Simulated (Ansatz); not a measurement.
Geometry optimisation, RKS B3LYP-D4/6-31G* (Ansatz 0.2.0).

input.yaml

```yaml
crystal:
  periodic: [false, false, false]
  atoms:
    - { symbol: Si, position_ang: [0.340504, -0.029158, -0.030302] }
    - { symbol: Cl, position_ang: [0.991007, 0.074949, 1.976381] }
    - { symbol: H, position_ang: [1.538816, 0.099222, -0.890947] }
    - { symbol: H, position_ang: [-0.593618, 1.090326, -0.279526] }
    - { symbol: H, position_ang: [-0.319861, -1.330576, -0.245617] }
    - { symbol: Si, position_ang: [-2.853666, 0.021282, 1.232366] }
    - { symbol: H, position_ang: [-2.848715, -0.858051, 0.036684] }
    - { symbol: H, position_ang: [-3.953448, -0.403929, 2.13201] }
    - { symbol: H, position_ang: [-3.088247, 1.426494, 0.811617] }
    - { symbol: H, position_ang: [-1.579172, -0.090559, 1.951633] }
basis:
  gaussian: { orbitals: "6-31G*" }
hamiltonian:
  xc: b3lyp
  dispersion: d4
relax:
  f_tol: 0.03
  max_steps: 50
```

Command:

```bash
$ ansatz run input.yaml --threads 1 --pin off --max-ram 2048MiB --backend cpu --events-out ev --progress --plain --runs-dir out
```

**Question.** Where does it end, and by what steps?

**Answer.** It converged. The force dipped under the threshold on the way, but the program's further checks kept it going. After 6 steps the energy has fallen by 0.175 eV; Cl2 moved furthest, 0.50 Å.

```tsv
step	energy less start (eV)	largest force component (eV/Å)	accepted
0	0.0000	0.615	yes
1	-0.1305	0.204	yes
2	-0.1643	0.218	yes
3	-0.1727	0.032	yes
4	-0.1741	0.073	yes
5	-0.1751	0.006	yes
6	-0.1753	0.019	yes
```

```xyz
10
Properties=species:S:1:pos:R:3
Si 0.676 -0.037 -0.103
Cl 1.466 0.114 1.813
H 1.781 0.124 -1.078
H -0.328 1.036 -0.291
H 0.043 -1.367 -0.255
Si -3.202 0.027 1.324
H -3.171 -0.820 0.102
H -4.337 -0.390 2.187
H -3.368 1.449 0.930
H -1.926 -0.136 2.066
```

Whether the end is a true minimum wasn't checked by a vibrational analysis.

The run took 13 s on 1 thread of Intel(R) Xeon(R) 6975P-C (Granite Rapids), on a shared host, peak memory 0.16 GiB.
